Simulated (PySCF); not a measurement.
**Basis and Hamiltonian dependence of the ionisation energy of C**

C [He] 2s2 2p2 (3P) → C⁺ [He] 2s2 2p1 (2P). Calculated with PySCF 2.14 from differences of total energies of unrestricted determinants, without spin-orbit coupling. Values in eV.

```json
{"basis": "cc-pVDZ-DK", "Hamiltonian": "spin-free X2C", "functions": "14", "UHF": "10.799", "r2SCAN": "n/a", "PBE0": "11.501", "MP2 (valence)": "11.084", "CCSD(T) (valence)": "10.975", "CCSD(T) (valence and next inner shell)": "n/a"}
{"basis": "6-31G*", "Hamiltonian": "non-relativistic", "functions": "14", "UHF": "10.718", "r2SCAN": "n/a", "PBE0": "n/a", "MP2 (valence)": "10.940", "CCSD(T) (valence)": "10.799", "CCSD(T) (valence and next inner shell)": "n/a"}
{"basis": "Sapporo-DZP-2012", "Hamiltonian": "spin-free X2C", "functions": "18", "UHF": "10.784", "r2SCAN": "n/a", "PBE0": "n/a", "MP2 (valence)": "11.122", "CCSD(T) (valence)": "11.027", "CCSD(T) (valence and next inner shell)": "n/a"}
{"basis": "ANO-RCC-VTZP", "Hamiltonian": "spin-free X2C", "functions": "30", "UHF": "10.799", "r2SCAN": "11.676", "PBE0": "11.517", "MP2 (valence)": "11.252", "CCSD(T) (valence)": "11.179", "CCSD(T) (valence and next inner shell)": "11.196"}
{"basis": "pcseg-2", "Hamiltonian": "non-relativistic", "functions": "30", "UHF": "10.788", "r2SCAN": "n/a", "PBE0": "n/a", "MP2 (valence)": "11.207", "CCSD(T) (valence)": "11.124", "CCSD(T) (valence and next inner shell)": "n/a"}
{"basis": "x2c-TZVPPall", "Hamiltonian": "spin-free X2C", "functions": "31", "UHF": "10.797", "r2SCAN": "11.661", "PBE0": "11.506", "MP2 (valence)": "11.237", "CCSD(T) (valence)": "11.166", "CCSD(T) (valence and next inner shell)": "11.180"}
{"basis": "x2c-TZVPall", "Hamiltonian": "spin-free X2C", "functions": "31", "UHF": "10.797", "r2SCAN": "n/a", "PBE0": "n/a", "MP2 (valence)": "11.237", "CCSD(T) (valence)": "11.166", "CCSD(T) (valence and next inner shell)": "n/a"}
{"basis": "def2-TZVP", "Hamiltonian": "non-relativistic", "functions": "31", "UHF": "10.801", "r2SCAN": "n/a", "PBE0": "11.510", "MP2 (valence)": "11.242", "CCSD(T) (valence)": "11.169", "CCSD(T) (valence and next inner shell)": "n/a"}
{"basis": "aug-cc-pCVTZ-DK", "Hamiltonian": "spin-free X2C", "functions": "59", "UHF": "10.793", "r2SCAN": "11.664", "PBE0": "11.509", "MP2 (valence)": "11.249", "CCSD(T) (valence)": "11.179", "CCSD(T) (valence and next inner shell)": "11.201"}
{"basis": "def2-QZVPPD", "Hamiltonian": "non-relativistic", "functions": "63", "UHF": "10.801", "r2SCAN": "11.664", "PBE0": "11.512", "MP2 (valence)": "11.279", "CCSD(T) (valence)": "11.204", "CCSD(T) (valence and next inner shell)": "11.228"}
{"basis": "dyall-av3z", "Hamiltonian": "non-relativistic", "functions": "71", "UHF": "10.801", "r2SCAN": "11.675", "PBE0": "11.515", "MP2 (valence)": "11.254", "CCSD(T) (valence)": "11.184", "CCSD(T) (valence and next inner shell)": "n/a"}
{"basis": "aug-cc-pVQZ-DK", "Hamiltonian": "spin-free X2C", "functions": "80", "UHF": "10.795", "r2SCAN": "11.663", "PBE0": "11.510", "MP2 (valence)": "11.279", "CCSD(T) (valence)": "11.204", "CCSD(T) (valence and next inner shell)": "n/a"}
{"basis": "aug-cc-pCVQZ-DK", "Hamiltonian": "spin-free X2C", "functions": "109", "UHF": "10.795", "r2SCAN": "11.664", "PBE0": "11.510", "MP2 (valence)": "11.281", "CCSD(T) (valence)": "n/a", "CCSD(T) (valence and next inner shell)": "n/a"}
```

Estimate the row for def2-SVP (non-relativistic, 14 functions).

From the rows with the same Hamiltonian and similar size; the calculation gives UHF 10.91; r2SCAN 11.74; MP2 (valence) 11.14; CCSD(T) (valence) 10.99 (eV).

Extrapolation of MP2 (valence) from aug-cc-pCVTZ-DK and aug-cc-pCVQZ-DK: the correlation parts are 0.456 and 0.486 eV; with the X⁻³ form and unrounded values, (4³ × 0.486 − 3³ × 0.456)/(4³ − 3³) = 0.508 eV, and adding the Hartree-Fock value 10.795 eV of the larger basis gives 11.303 eV.

Frozen in the all-electron rows: valence: 1s2; valence and next inner shell: nothing.

Reference for a calculation without spin-orbit coupling: 11.262 eV (measured, between term centres; NIST).
